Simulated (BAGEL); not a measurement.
# C2H3Al (ethynylalumane): a chain of runs

We compute the energy (HF/def2-SV(P)), then the energy (NEVPT2(2,2)/def2-SV(P)), then the energy (CASPT2(2,2)/def2-SV(P)) of C2H3Al (ethynylalumane). 

Program for the calculation: BAGEL 1.2.2.

1 further run of the same task is left out (set aside as unsound or not needed).

**1. The structure to begin with**

C2H3Al: 6 atoms, total charge 0, spin state singlet. As SMILES, `C#[C][AlH2]`. The C1–H4 distance was set to 2.454 Å, away from the relaxed value. At this shape a bond of the SMILES string is far longer than usual.

Bond lengths: C1–C2 1.211 Å, C2–Al3 1.906 Å, Al3–H5 1.580 Å, Al3–H6 1.580 Å. Angles: C1–C2–Al3 179.9°, C2–Al3–H5 118.8°, C2–Al3–H6 118.8°, H5–Al3–H6 122.4°.

**2. A single-point energy at HF/def2-SV(P) (density fitting with svp-jkfit) (run 1)**

Input file hf.json:

```json
{ "bagel": [

{
  "title": "molecule",
  "basis": "def2-sv_p_.json",
  "df_basis": "svp-jkfit",
  "angstrom": true,
  "geometry": [
    { "atom": "C", "xyz": [      -0.189338,      -0.408447,      -0.078009 ] },
    { "atom": "C", "xyz": [       0.337362,       0.664953,       0.113891 ] },
    { "atom": "Al", "xyz": [       1.168262,       2.353353,       0.415091 ] },
    { "atom": "H", "xyz": [      -1.257000,      -2.583100,      -0.467400 ] },
    { "atom": "H", "xyz": [       1.960162,       3.033853,      -0.770409 ] },
    { "atom": "H", "xyz": [       1.040062,       3.021153,       1.841091 ] }
  ]
},

{
  "title": "hf"
},

{
  "title": "print",
  "file": "orbitals.molden",
  "orbitals": true
}

]}
```

The basis set def2-SV(P) is read from a file made from the Basis Set Exchange's data (not shown).

Started as:

```bash
$ BAGEL_NUM_THREADS=1 BAGEL hf.json > hf.out
```

Log:

```text
* using 1 threads per process

  ===============================================================
  ===============================================================

  *** Geometry ***

  { "atom" : "C", "xyz" : [     -0.357797,     -0.771853,     -0.147416 ] },
  { "atom" : "C", "xyz" : [      0.637522,      1.256579,      0.215223 ] },
  { "atom" : "Al", "xyz" : [      2.207695,      4.447193,      0.784408 ] },
  { "atom" : "H", "xyz" : [     -2.375386,     -4.881352,     -0.883258 ] },
  { "atom" : "H", "xyz" : [      3.704169,      5.733151,     -1.455862 ] },
  { "atom" : "H", "xyz" : [      1.965432,      5.709152,      3.479158 ] },

  Number of auxiliary basis functions:      332

  Since a DF basis is specified, we compute 2- and 3-index integrals:
    o Being stored without compression. Storage requirement is 0.007 GB

  Number of basis functions:       52
  Number of electrons      :       28

    * METHOD: MOLECULE                             0.08

  *** RHF ***

  === Nuclear Repulsion ===
    66.7485206172

      * DIIS with orbital gradients will be used.

  === RHF iteration (def2-sv_p_.json) ===
      0       -318.73393670          0.02349627           0.02
      1       -318.81217301          0.02251201           0.02
      2       -318.92652817          0.00341568           0.01
      3       -318.93033565          0.00272238           0.01
      4       -318.93202156          0.00045602           0.01
      5       -318.93215863          0.00010020           0.01
      6       -318.93216563          0.00002488           0.02
      7       -318.93216599          0.00001229           0.02
      8       -318.93216606          0.00000712           0.02
      9       -318.93216610          0.00000339           0.02
     10       -318.93216612          0.00000096           0.01
     11       -318.93216612          0.00000059           0.02
     12       -318.93216612          0.00000008           0.02
     13       -318.93216612          0.00000003           0.02
     14       -318.93216612          0.00000001           0.02
     15       -318.93216612          0.00000001           0.02
    * SCF iteration converged.

    * Permanent dipole moment:
           (    0.337611,     0.688087,     0.123425) a.u.

    * METHOD: HF                                   0.31

    * METHOD: PRINT                                0.01

  ===============================================================
```

Run time: 0.85 s. Hardware: 1 thread of AMD EPYC 7R43 (Zen 3), shared host; peak memory 0.14 GiB.

**3. The energy at NEVPT2(2,2)/def2-SV(P) (density fitting with svp-jkfit) (run 2)**

Input file input.json:

```json
{ "bagel": [

{
  "title": "molecule",
  "basis": "def2-sv_p_.json",
  "df_basis": "svp-jkfit",
  "angstrom": true,
  "geometry": [
    { "atom": "C", "xyz": [      -0.189338,      -0.408447,      -0.078009 ] },
    { "atom": "C", "xyz": [       0.337362,       0.664953,       0.113891 ] },
    { "atom": "Al", "xyz": [       1.168262,       2.353353,       0.415091 ] },
    { "atom": "H", "xyz": [      -1.257000,      -2.583100,      -0.467400 ] },
    { "atom": "H", "xyz": [       1.960162,       3.033853,      -0.770409 ] },
    { "atom": "H", "xyz": [       1.040062,       3.021153,       1.841091 ] }
  ]
},

{ "title": "hf" },

{ "title": "casscf", "nstate": 1, "nact": 2, "nclosed": 13, "active": [12, 15], "maxiter": 200, "natocc": true },

{ "title": "nevpt2", "nstate": 1, "nact": 2, "nclosed": 13, "active": [12, 15], "maxiter": 200, "natocc": true, "ncore": 7 },

{ "title": "print", "file": "orbitals.molden", "orbitals": true }

]}
```

The basis set def2-SV(P) is read from a file made from the Basis Set Exchange's data (not shown).

Started as:

```bash
$ BAGEL_NUM_THREADS=1 BAGEL input.json > input.out
```

Log:

```text
* using 1 threads per process

  ===============================================================
  ===============================================================

  *** Geometry ***

  { "atom" : "C", "xyz" : [     -0.357797,     -0.771853,     -0.147416 ] },
  { "atom" : "C", "xyz" : [      0.637522,      1.256579,      0.215223 ] },
  { "atom" : "Al", "xyz" : [      2.207695,      4.447193,      0.784408 ] },
  { "atom" : "H", "xyz" : [     -2.375386,     -4.881352,     -0.883258 ] },
  { "atom" : "H", "xyz" : [      3.704169,      5.733151,     -1.455862 ] },
  { "atom" : "H", "xyz" : [      1.965432,      5.709152,      3.479158 ] },

  Number of auxiliary basis functions:      332

  Since a DF basis is specified, we compute 2- and 3-index integrals:
    o Being stored without compression. Storage requirement is 0.007 GB

  Number of basis functions:       52
  Number of electrons      :       28

    * METHOD: MOLECULE                             0.08

  *** RHF ***

  === Nuclear Repulsion ===
    66.7485206172

      * DIIS with orbital gradients will be used.

  === RHF iteration (def2-sv_p_.json) ===
      0       -318.73393670          0.02349627           0.02
      1       -318.81217301          0.02251201           0.01
      2       -318.92652817          0.00341568           0.02
      3       -318.93033565          0.00272238           0.02
      4       -318.93202156          0.00045602           0.02
      5       -318.93215863          0.00010020           0.02
      6       -318.93216563          0.00002488           0.02
      7       -318.93216599          0.00001229           0.02
      8       -318.93216606          0.00000712           0.02
      9       -318.93216610          0.00000339           0.02
     10       -318.93216612          0.00000096           0.02
     11       -318.93216612          0.00000059           0.02
     12       -318.93216612          0.00000008           0.02
     13       -318.93216612          0.00000003           0.02
     14       -318.93216612          0.00000001           0.02
     15       -318.93216612          0.00000001           0.02
    * SCF iteration converged.

    * Permanent dipole moment:
           (    0.337611,     0.688087,     0.123425) a.u.

    * METHOD: HF                                   0.32

  ---------------------------
      CASSCF calculation
  ---------------------------

    ==== Active orbitals : =====
         Orbital 12
         Orbital 15
    ============================

    * nstate   :      1
    * nclosed  :     13
    * nact     :      2
    * nvirt    :     37
  === CASSCF iteration (def2-sv_p_.json) ===

    * Using the second-order algorithm

      0  0      -318.99754049     8.97e-03      0.01

      1  0      -319.02921582     2.32e-03      0.06

      2  0      -319.02999741     2.46e-04      0.06

      3  0      -319.03000571     3.26e-05      0.07

      4  0      -319.03000585     4.68e-06      0.06

      5  0      -319.03000585     7.49e-07      0.07

      6  0      -319.03000585     1.32e-07      0.06

      7  0      -319.03000585     2.47e-08      0.06

      8  0      -319.03000585     4.75e-09      0.05

    * Second-order optimization converged. *

     guess   0:   closed 1.                   open ..

  === FCI iteration ===

      0  0      -318.91925442     1.01e-01      0.00
      1  0      -319.01846720     3.27e-02      0.00
      2  0 *    -319.03000585     5.14e-16      0.00

     * ci vector, state   0, <S^2> = 0.0000
       2.     0.8735937742
       .2    -0.4866558513

    * METHOD: CASSCF                               0.52

    * freezing 7 orbitals

  === DF-NEVPT2 calculation ===

    * 3-index integral transformation done
    * assembly done

      NEVPT2 correlation energy:   -0.2716954116      0.04

          (+0)     -0.2285075987
          (+0)'    -0.0096924031
          (+1)     -0.0093094857
          (+1)'    -0.0000000000
          (+2)     -0.0000763698
          (-1)     -0.0233700354
          (-1)'     0.0000000000
          (-2)     -0.0007395188

      NEVPT2 total energy:       -319.3017012659

    * METHOD: NEVPT2                               0.07

    * METHOD: PRINT                                0.01

  ===============================================================
```

Run time: 1.4 s. Hardware: 1 thread of AMD EPYC 7R43 (Zen 3), shared host; peak memory 0.14 GiB.

**4. The energy at CASPT2(2,2)/def2-SV(P) (density fitting with svp-jkfit) (run 3)**

Input file input.json:

```json
{ "bagel": [

{
  "title": "molecule",
  "basis": "def2-sv_p_.json",
  "df_basis": "svp-jkfit",
  "angstrom": true,
  "geometry": [
    { "atom": "C", "xyz": [   -0.189338,   -0.408447,   -0.078009 ] },
    { "atom": "C", "xyz": [    0.337362,    0.664953,    0.113891 ] },
    { "atom": "Al", "xyz": [    1.168262,    2.353353,    0.415091 ] },
    { "atom": "H", "xyz": [   -1.257000,   -2.583100,   -0.467400 ] },
    { "atom": "H", "xyz": [    1.960162,    3.033853,   -0.770409 ] },
    { "atom": "H", "xyz": [    1.040062,    3.021153,    1.841091 ] }
  ]
},
{ "title": "hf" },
{ "title": "casscf", "nstate": 1, "nact": 2, "nclosed": 13, "active": [12, 15], "maxiter": 200, "natocc": true },
{ "title": "print", "file": "orbitals.molden", "orbitals": true },
{ "title": "smith", "method": "caspt2", "ms": true, "xms": true, "sssr": true, "shift": 0.2, "shift_imag": true, "ncore": 7 }

]}
```

The basis set def2-SV(P) is read from a file made from the Basis Set Exchange's data (not shown).

Started as:

```bash
$ BAGEL_NUM_THREADS=1 BAGEL input.json > input.out
```

Log:

```text
* using 1 threads per process

  ===============================================================
  ===============================================================

  *** Geometry ***

  { "atom" : "C", "xyz" : [     -0.357797,     -0.771853,     -0.147416 ] },
  { "atom" : "C", "xyz" : [      0.637522,      1.256579,      0.215223 ] },
  { "atom" : "Al", "xyz" : [      2.207695,      4.447193,      0.784408 ] },
  { "atom" : "H", "xyz" : [     -2.375386,     -4.881352,     -0.883258 ] },
  { "atom" : "H", "xyz" : [      3.704169,      5.733151,     -1.455862 ] },
  { "atom" : "H", "xyz" : [      1.965432,      5.709152,      3.479158 ] },

  Number of auxiliary basis functions:      332

  Since a DF basis is specified, we compute 2- and 3-index integrals:
    o Being stored without compression. Storage requirement is 0.007 GB

  Number of basis functions:       52
  Number of electrons      :       28

    * METHOD: MOLECULE                             0.08

  *** RHF ***

  === Nuclear Repulsion ===
    66.7485206172

[... 8 lines left out ...]
    * SCF iteration converged.
[... 1 line left out ...]
    * Permanent dipole moment:
[... 27 lines left out ...]
    * Second-order optimization converged. *
[... 9 lines left out ...]
     * ci vector, state   0, <S^2> = 0.0000
[... 16 lines left out ...]
    * Zeroth order energy : state  0       -0.5884944832

    * CASPT2 iteration is performed using orthogonal basis

      -------------------------------------------  CASPT2 iteration  ---------------------------------------------------
       #      aibj      arbs      arbi      airj      risj      airs      arst      rist         Etot      error   time
      ------------------------------------------------------------------------------------------------------------------

       0  -0.22656  -0.00102  -0.02570  -0.01084  -0.00016  -0.00991  -0.00000  -0.00000   -0.2741813  0.0009728   0.02
       1  -0.22658  -0.00103  -0.02575  -0.01087  -0.00016  -0.01001  -0.00000  -0.00000   -0.2743988  0.0001023   0.01
       2  -0.22658  -0.00103  -0.02575  -0.01087  -0.00016  -0.01001  -0.00000  -0.00000   -0.2744018  0.0000127   0.01
       3  -0.22658  -0.00103  -0.02575  -0.01087  -0.00016  -0.01001   0.00000   0.00000   -0.2744019  0.0000020   0.01
       4  -0.22658  -0.00103  -0.02575  -0.01087  -0.00016  -0.01001   0.00000  -0.00000   -0.2744019  0.0000002   0.01

      ------------------------------------------------------------------------------------------------------------------

    * CASPT2 energy : state  0     -319.3075016073
        w/o shift correction       -319.3044077373
        reference weight              0.8854014096

    * METHOD: SMITH                                0.11

  ===============================================================
```

Run time: 1.5 s. Hardware: 1 thread of AMD EPYC 7R43 (Zen 3), shared host; peak memory 0.14 GiB.

**5. Summary of results**

| quantity | value |
| --- | --- |
| run 1, HF/def2-SV(P): total energy | -318.93217 Eh |
| run 1, HF/def2-SV(P): dipole moment | 1.97 D |
| run 1, HF/def2-SV(P): HOMO energy | -10.66 eV |
| run 1, HF/def2-SV(P): LUMO energy | -2.15 eV |
| run 1, HF/def2-SV(P): HOMO–LUMO gap | 8.50 eV |
| run 2, NEVPT2(2,2)/def2-SV(P): total energy | -319.30170 Eh |
| run 3, CASPT2(2,2)/def2-SV(P): total energy | -319.30750 Eh |

**Reading.** One bond (run 1, HF/def2-SV(P)) is far stretched, which a spin-restricted single reference describes badly; a broken-symmetry solution may lie lower.
